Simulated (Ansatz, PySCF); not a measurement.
Bond stretch in LiH, singlet.

Levels: RHF/cc-pVQZ (Ansatz, a program for electronic structure); FCI = full CI/cc-pVQZ, frozen core (Ansatz); RKS-B3LYP = Ansatz with restricted B3LYP/cc-pVQZ; UKS-B3LYP/LANL2DZ = unrestricted B3LYP/LANL2DZ (PySCF); UCCSD = CCSD on UHF/cc-pVQZ, frozen core in Ansatz.

Energies are in kJ/mol, each relative to the lowest point of its own curve near equilibrium.

```
R / Å    RHF    FCI  RKS-B3LYP  UKS-B3LYP/LANL2DZ  UCCSD
-----  -----  -----  ---------  -----------------  -----
1.22    76.7   74.9       68.5               80.4   74.9
1.26    58.4   56.9       51.5               61.7   56.9
1.35    28.4   27.6       24.0               30.8   27.6
1.45     9.3    9.1        7.1                  …    9.1
1.52     2.6    2.5        1.6                3.3    2.5
1.54     1.5    1.5          …                  …    1.5
1.60     0.0    0.0        0.0                0.0    0.0
1.66     0.9    0.8        1.4                0.4    0.8
1.69     2.1    1.9        2.8                1.4    1.9
1.73     4.3    4.0        5.2                3.3    4.0
1.85    14.7   13.6       15.7               12.9   13.6
1.99    31.6   29.2       32.4               29.0   29.2
2.16    56.1   51.5       56.0               52.5   51.5
2.40    93.7   85.0       91.2               88.5   85.1
2.64   131.5  117.6      125.5              124.2  117.7
2.91   171.8  150.5      160.8              159.0  150.7
3.14   203.6  174.4      187.5              180.6  174.6
3.54   252.7  205.5      226.6              206.2  205.6
3.88       …  221.7          …              219.9  221.7
4.29   325.5  231.8          …              230.2  231.8
4.70   356.3  236.3      296.7              236.1  236.3
5.48   401.8  239.0      320.9              240.4  239.0
6.35   437.6  239.5      336.7              241.6  239.5
```

Q: Complete the blanks.

A: 
- 1.45, UKS-B3LYP/LANL2DZ: 10.7
- 1.54, RKS-B3LYP: 0.8
- 1.54, UKS-B3LYP/LANL2DZ: 2.0
- 3.88, RHF: 288.6
- 3.88, RKS-B3LYP: 252.9
- 4.29, RKS-B3LYP: 277.8

The restricted form behind RHF, RKS-B3LYP keeps the bonding electrons paired and can't separate into open-shell fragments. The unrestricted determinant behind UKS-B3LYP/LANL2DZ is spin-contaminated at 2.91 to 6.35 Å (<S²> up to 1.0, against 0.00 for a pure singlet). The unrestricted determinant behind UCCSD is spin-contaminated at 2.40 to 6.35 Å (<S²> up to 1.0, against 0.00 for a pure singlet). With two correlated electrons CCSD is exact in the basis where it finds the lowest root (UCCSD).
